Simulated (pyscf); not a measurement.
PySCF, gas phase, ωB97X-D3(BJ)/def2-SVP geometries. MP2 and CC: frozen core, UHF for open shells. ΔMP2 is the change of the MP2 total energy from the triple- to the quadruple-zeta basis.

Task: Estimate by transition-state theory the rate constant of H₂C=C•–F + HF -> H₂C=C(F)–F + H• (doublet surface; F–H broken, C–F formed) at 900 K, with CCSD(T)/def2-TZVPP + ΔMP2(QZVPP) energies (ideal gas, 1 atm, RRHO with modes under 100 cm⁻¹ raised to 100, one conformer, R ln 2 for rigid chiral ones; no tunnelling).

Result: The electronic barrier is 53.6 kcal/mol and the thermal terms add +24.3, so ΔG‡ = 77.9 kcal/mol. With k_BT/h = 1.88e+13 s⁻¹ and RT = 1.788 kcal/mol, and a volume of 1.23e-19 cm³ per molecule at 1 atm, k = 2.9e-25 cm³ molecule⁻¹ s⁻¹. Wigner's tunnelling factor for 1981i cm⁻¹ would be 1.42, likely too low at so high a frequency. A shift of 1 kcal/mol in the barrier changes k by a factor 1.7. This is the saddle that the search found; another between the same sides may lie lower. The angle at the transferred F is 178°. The CCSD(T) − MP2 part came from Ansatz, without density fitting, on the same reference. A UHF reference is spin-contaminated (<S²> up to 1.00), which harms MP2 most.
